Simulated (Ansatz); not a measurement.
ethane (SMILES CC) moved off its minimum; all values from Ansatz (a program for electronic structure), cores frozen in correlated methods.
(charge 0, multiplicity 1)
```xyz
8

C     -0.73515     0.04542     0.02621
C      0.71552    -0.14621     0.00352
H     -1.22503    -0.47345    -0.88414
H     -1.03690     1.15486    -0.32129
H     -1.20754    -0.03182     0.86911
H      0.91299    -1.23219     0.34316
H      1.28273     0.51276     0.64574
H      1.25586     0.15935    -1.07174
```

### Question
Give the forces (eV/Å), the total energy and the dipole at CCSD(T)/cc-pVTZ.

### Answer

```
atom      Fx      Fy      Fz
----  ------  ------  ------
C1    -0.483   3.725  -8.167
C2     3.156  -1.007  -1.753
H3     0.508   0.067   1.885
H4     0.909  -1.839   0.837
H5    -2.625  -1.246   4.937
H6     0.307   1.583  -0.918
H7    -0.114   0.133   0.702
H8    -1.658  -1.415   2.478
```
Energy -79.6313 hartree, dipole 0.18 D.
